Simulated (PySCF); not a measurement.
Worked example: chemical shift, span and skew from a shielding tensor

formic acid (CH2O2), SMILES O=CO. Atoms are numbered in the order given.

```xyz
5

O     -0.0900     1.1107     0.0000
C      0.3966    -0.1327     0.0000
O     -0.2622    -1.1287     0.0000
H     -1.0567     1.0414     0.0000
H      1.4952    -0.1014     0.0000
```
Charge 0, spin multiplicity 1.

Coordinates come from a PBE0-D3(BJ)/def2-TZVP optimisation. One conformer was computed; it need not be the lowest.

GIAO shieldings from PBE0/pcSseg-2 (PySCF), non-relativistic, no solvent. The symmetric part of the tensor of C2 has the principal values -89.7, 61.9, 80.0 ppm. The same nucleus in TMS has σ = 186.1 ppm at this level (PySCF, at its B3LYP-D3(BJ)/def2-TZVP geometry).

Question: Work out the isotropic shielding, the ¹³C shift against TMS, the span and the skew.

Answer: 
σ(iso) = (σ11 + σ22 + σ33)/3 = 17.4 ppm. δ = σ(ref) − σ(iso) = 186.1 − (17.4) = 168.7 ppm.
Span Ω = σ33 − σ11 = 169.7 ppm. Skew κ = 3(σ(iso) − σ22)/Ω = -0.79. Tumbling in solution averages the tensor to δ; in a static solid the shielding alone would spread this spin-1/2 line over Ω.
